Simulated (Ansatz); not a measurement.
Bend profile

CH4Si (SMILES C=[SiH2]), singlet, at its PBE0-D4/def2-TZVP minimum:

C1  (-0.713, -0.528, -0.255)
Si2  (0.599, 0.443, 0.215)
H3  (-1.385, -0.978, 0.466)
H4  (-0.932, -0.737, -1.296)
H5  (0.909, 0.735, 1.630)
H6  (1.521, 1.064, -0.760)
(Å)

The angle H4–C1–Si2 (122.2° at the minimum) is set to the values below, H4, with anything bonded beyond it, turning rigidly in the plane of the angle. Each method's energies count from its own value at the PBE0-D4 minimum structure. Program: Ansatz 0.2.0. Basis: def2-TZVPP. Cores are frozen in the correlated methods.

CCSD(T) energies along the scan:
| angle (°) | CCSD(T) (eV) |
| --- | --- |
| 98.2 | 0.407 |
| 104.2 | 0.228 |
| 110.2 | 0.101 |
| 116.2 | 0.025 |
| 122.2 | 0.000 |
| 128.2 | 0.026 |
| 134.2 | 0.102 |
| 140.2 | 0.229 |
| 146.2 | 0.406 |
They count from the CCSD(T) energy at the PBE0-D4 minimum.

Largest difference from the CCSD(T) curve over the scan: PBE-D4 0.028; r2SCAN-D4 0.018; HF 0.068 eV. Each curve counts from its own value at the minimum.

T1 diagnostic: at most 0.015. The restricted Hartree–Fock reference is unstable towards an unrestricted one here.

For scale, one of the runs: CCSD(T)/def2-TZVPP, 129 basis functions (an equivalent command: `ansatz run in.yaml --threads 2`). Hardware: 2 CPU threads, shared host. Wall time about 4 s.
